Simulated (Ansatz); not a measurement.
fcc Pt, treated with PBE+SOC (Ansatz, an electronic-structure program, PAW).

Numerical settings: plane-wave cutoff 520 eV, 24×24×24 k mesh, Fermi–Dirac smearing 0.05 eV, PAW data made under PBE.

The volume scan:

```tsv
V (Å³/atom)	E − E_lowest (meV/atom)
14.736	49.09
15.050	20.86
15.363	4.99
15.677	0.00
15.990	4.56
16.304	17.51
16.617	37.81
```

Problem. Fit the third-order Birch–Murnaghan equation and give B0 and B′.

Solution. V0 = 15.677 Å³/atom, B0 = 244 GPa, B′ = 5.5 (fit to the energies at full precision).

Measured, for comparison: bulk modulus 289 GPa (corrected for temperature and zero-point phonon effects; as tabulated in Levämäki et al. (2014), arXiv:1402.3671); equilibrium volume per atom 14.98 Å³/atom (static lattice: zero-point anharmonic expansion removed; as tabulated in Mejia-Rodriguez and Trickey (2018), arXiv:1807.09216). Computed (rounded) less measured: bulk modulus -16 %, equilibrium volume per atom +4.7 %.

The computed numbers hold no vibrational or temperature effects.
